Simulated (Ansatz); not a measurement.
A first try at a single point in a Gaussian basis of C₄H₈N₂, SMILES C/N=C/C(C)=N, using Ansatz 0.2.0, Python API.

`c4h8n2_energy.py`:
```python
"""Electronic structure of the C4H8N2 molecule."""

import ansatz as az

GEOMETRY = """
C     2.37760    0.66190    0.17580
N     0.93270    0.51150    0.27260
C     0.28960   -0.40980   -0.37510
C    -1.17500   -0.53220   -0.25270
C    -1.94970    0.40590    0.62300
N    -1.80650   -1.45690   -0.90500
H     2.66890    0.87040   -0.87580
H     2.88100   -0.26400    0.52710
H     2.69970    1.51070    0.81340
H     0.82890   -1.10020   -1.01490
H    -1.59410    0.31890    1.67110
H    -1.80550    1.44950    0.27280
H    -3.03510    0.16930    0.59580
H    -1.31240   -2.13490   -1.52790
"""

mol = az.Crystal.molecule()
for line in GEOMETRY.strip().splitlines():
    symbol, *xyz = line.split()
    mol = mol.atom(symbol, [float(v) for v in xyz])

job = (
    mol
    .basis(gaussian="def2-SVP")
    .functional("B3LYP")
)
result = job.run(threads=1, backend="cpu")
data = result.report

for key in ("converged", "free_energy_ev", "reference_energy_ev", "n_frozen", "n_occupied", "n_virtual"):
    print(f"{key:22s} {data[key]}")

state = data["mean_field"]["state"]
print(f"mean field: {state['energy']['hartree']:.7f} Ha, <S^2> = {abs(state['spin_squared']):.4f}, stability: {state.get('stability', {}).get('kind')}")
```

`python c4h8n2_energy.py` gives:
```text
Traceback (most recent call last):
  File "c4h8n2_energy.py", line 29, in <module>
    .basis(gaussian="def2-SVP")
     ^^^^^
AttributeError: 'Crystal' object has no attribute 'basis'
```

What is wrong, and how is it mended?

The fault: settings are called on the crystal, without .calculation(). The change:

```diff
--- before
+++ after
@@ -27,3 +27,3 @@
 job = (
-    mol
+    mol.calculation()
     .basis(gaussian="def2-SVP")
```

With that change:

```console
$ python c4h8n2_energy.py
converged              True
free_energy_ev         -7251.948458601769
reference_energy_ev    -7251.948458601769
n_frozen               0
n_occupied             [23, 23]
n_virtual              [101, 101]
mean field: -266.5041903 Ha, <S^2> = 0.0000, stability: minimum
```

Total energies depend on the basis set; only differences at equal settings carry meaning. The geometry is a force-field or estimated start, not a minimum of this method, and the basis set is short of its limit. b3lyp holds the VWN-RPA fit, as in Gaussian; the form of ORCA and Turbomole is b3lyp5. Finished in 4.2 s on 1 thread of Arm Neoverse V2, with other jobs on the host, peak memory 0.28 GiB.

(Lines on the test bed's own set-up are left out of the output.)
